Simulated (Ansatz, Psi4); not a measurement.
The same job for Psi4

This Ansatz 0.2.0 job computes BF (SMILES [B]F):

input.yaml:
```yaml
crystal:
  periodic: [false, false, false]
  atoms:
    - {symbol: B, position_ang: [0.000000, -0.000000, -0.009350]}
    - {symbol: F, position_ang: [-0.000000, 0.000000, 1.253740]}
basis:
  gaussian:
    orbitals: def2-TZVPPD.json
output:
  orbitals: {seedname: orbitals}
accuracy: high
hamiltonian:
  xc: pbe0
```

```bash
$ ansatz run input.yaml --threads 1 --pin off --max-ram 3480MiB --events-out events.jsonl --progress --plain --runs-dir runs
```

(Basis files named in the input come from the Basis Set Exchange and aren't shown.)

The coordinates come from a PBE0-D4/def2-TZVP relaxation.

It gives a total energy of -124.580595 Eh.

Task: Translate the job to Psi4 1.11 as a Python script, asking for the gradient.

Result: One way, which was run:

run.py:
```python
import psi4

psi4.set_memory(2200000000)
psi4.set_num_threads(1)
psi4.set_output_file('output.dat', False)

molecule = psi4.geometry("""
0 1
B      0.000000     0.000000    -0.009350
F      0.000000     0.000000     1.253740
units angstrom
symmetry c1
no_reorient
no_com
""")

psi4.set_options({
    'basis': 'def2-TZVPPD',
    'reference': 'rks',
    'puream': True,
    'e_convergence': 1e-09,
    'd_convergence': 1e-08,
    'scf_type': 'pk',
    'dft_radial_points': 99,
    'dft_spherical_points': 590,
})

energy_value = psi4.gradient("pbe0")
print('gradient / Eh bohr^-1')
print(energy_value.np.round(6))
for k, v in sorted(psi4.core.scalar_variables().items()):
    print(f'{k:45s} {v:18.10f}')
```

```bash
$ python run.py
```

Its energy is -124.580595 Eh, the same as the first but for the last digit, at most.
